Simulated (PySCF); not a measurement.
Gas-phase reaction: 2 PH3 + Si2H6 = 2 H3SiPH2 + H2

Computed with PySCF and rigid-rotor harmonic-oscillator thermochemistry at 1 bar. † marks an energy on the PBE0/def2-TZVP geometry and frequencies; other levels use their own. MP2 freezes the core. 6-31G* has spherical d functions here. All species are closed-shell singlets. B3LYP is the form with VWN-RPA correlation. MP2 isn't extrapolated to the basis-set limit; its ΔH°(298 K) is -10.5 kJ in def2-SVP and -28.1 kJ in def2-TZVPP. The harmonic model lacks anharmonicity and excited electronic states, which grow with temperature; levels with a mode under 35 cm⁻¹ are left out. Internal rotation in Si2H6, H3SiPH2 is treated as a harmonic vibration of one conformer, which makes the entropy rough.

```csv
level,"ΔE electronic, kJ","ΔH°(298 K), kJ","ΔS°(298 K), J/K","ΔG°(1600 K), kJ"
B3LYP/6-31G*,-4,-10,-4,-25
B3LYP/def2-TZVP†,-5,-10,-5,-24
BLYP/def2-TZVP†,-6,-11,-5,-25
MP2/def2-SVP†,-5,-11,-5,-25
MP2/def2-TZVPP†,-23,-28,-5,-42
PBE/def2-TZVP†,-17,-22,-5,-36
```
ΔH° is lowest at MP2/def2-TZVPP† and highest at B3LYP/6-31G*. No reference value is set beside these.
